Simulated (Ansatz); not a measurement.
## Relaxing K2PtO2

Level of theory: DFT PBE, scalar-relativistic, plane waves, PAW in Ansatz 0.2.0.

K2PtO2 was placed on the sites of a reported CaH2O2 cell (P-3m1, No. 164), with Pt in place of Ca, O in place of H, K in place of O, at a guessed volume.

The final relaxation ran on this input, with the default PAW datasets:

```yaml
crystal:
  lattice:
    - [3.6181969653, 0.0, 0.0]
    - [-1.8090984827, 3.1334504879, 0.0]
    - [0.0, 0.0, 9.3600373045]
  atoms:
    - { symbol: K, position: [0.3333333333, 0.6666666667, 0.7370226261] }
    - { symbol: K, position: [0.6666666667, 0.3333333333, 0.2629773739] }
    - { symbol: Pt, position: [0.0, 0.0, 0.0] }
    - { symbol: O, position: [0.3333333333, 0.6666666667, 0.0847872137] }
    - { symbol: O, position: [0.6666666667, 0.3333333333, 0.9152127863] }
basis:
  ecutwfc: 420
kpoints:
  mp_grid: { grid: [12, 12, 4] }
hamiltonian:
  xc: pbe
scf:
  occupations: { method: gaussian, width: 0.1 }
output:
  forces: true
  stress: true
  eigenvalues: true
relax:
  adjacent_minimum: "off"
  f_tol: 0.01
  max_steps: 80
  cell: { stress_tol: 0.05 }
```

Launched as:

```bash
ansatz run input.yaml --threads 1 --pin off --max-ram 2560MiB --backend cpu --events-out ev --progress --plain --runs-dir out
```

It took 79 s on 1 thread of Arm Neoverse V1, on a shared host, peak memory 0.47 GiB.

The program printed at the end:

```
SCF converged after 5 iterations
Free energy (F): -16731.202873 eV
Harris-Foulkes:  -16731.202873 eV  (|F-HF|=3.64e-12)
Internal energy: -16731.199084 eV  (E = F + TS)
E sigma→0 (E₀):  -16731.200979 eV
Entropy (-TS):   -0.003789 eV (-0.758 meV/atom)
Fermi energy:    7.713234 eV
--- Per-component energies (eV) ---
  E_band       = -591.219777
  E_kinetic    = 1490.557895
  E_local      = -8731.277495  (includes V_loc(G=0)·N_el)
  E_nonlocal   = 322.910773
  E_hartree    = 3780.214498
  E_xc         = -677.983712
  E_vxc        = -818.689334  (∫ρ·V_xc dr)
  E_paw        = -11331.931067  (= ΣΔE_a)
  E_vpaw       = -415.155174  (= ΣTr[D̂ρ^β])
  E_aug_tail   = 0.004833  (compensation charges beyond the density's cutoff)
  E_ewald      = -1583.694810
  E_smearing   = -0.003789  (= −TS)
  E_closure    = 0.000000  (closes the sum)
  Σ components = -16731.202873   (vs F -16731.202873, Δ=0.00e0)
--- Forces (eV/Å), atoms counted from 1 ---
  atom   1  K      0.00000000     0.00000000     0.00023567
  atom   2  K      0.00000000     0.00000000    -0.00023567
  atom   3  Pt     0.00000000     0.00000000     0.00000000
  atom   4  O      0.00000000     0.00000000     0.00249622
  atom   5  O      0.00000000     0.00000000    -0.00249622
  max |Σ_I F_I| component: 1.62e-17 eV/Å
--- Stress (GPa, compression-positive) ---
        0.038219       0.000000       0.000000
        0.000000       0.038219       0.000000
        0.000000       0.000000       0.024481
  P = ⅓ Tr σ = 0.0336 GPa (0.336 kbar)
--- Relaxed structure (5 steps of the walk, 5 accepted, 2 SCFs on fresh bases) ---
  F+E_penalty+E_count = -16731.20287304 eV   max|allowed force component| = 2.496e-3 eV/Å   (the final SCF, on the basis selected at the relaxed cell)
  cell:  # Å, volume = 106.9453 Å³
    - [3.618437, 0.000000, 0.000000]
    - [-1.809218, 3.133658, 0.000000]
    - [0.000000, 0.000000, 9.431681]
  atoms:
    - { symbol: K, position: [0.333333, 0.666667, 0.739293] }
    - { symbol: K, position: [0.666667, 0.333333, 0.260707] }
    - { symbol: Pt, position: [0.000000, 0.000000, 0.000000] }
    - { symbol: O, position: [0.333333, 0.666667, 0.084023] }
    - { symbol: O, position: [0.666667, 0.333333, 0.915977] }
```

Total energies depend on the potentials used, so only differences within one code and one set of settings carry meaning.

The result has space group P-3m1 (No. 164). Around K lie 3 O at 2.67 Å; around Pt lie 6 O at 2.23 Å; O has 3 Pt at 2.23 Å, 3 O at 2.62 Å and 3 K at 2.67 Å.

Against the elements it lies at -0.54 eV/atom. The zero of energy is the elements' standard structures at the same level (O₂ as a molecule); no fitted shifts are applied.

The k mesh leaves about 4 meV/atom of noise in metals. Spin–orbit coupling is left out.

Symmetry constrained the relaxation, so the result can be a saddle point.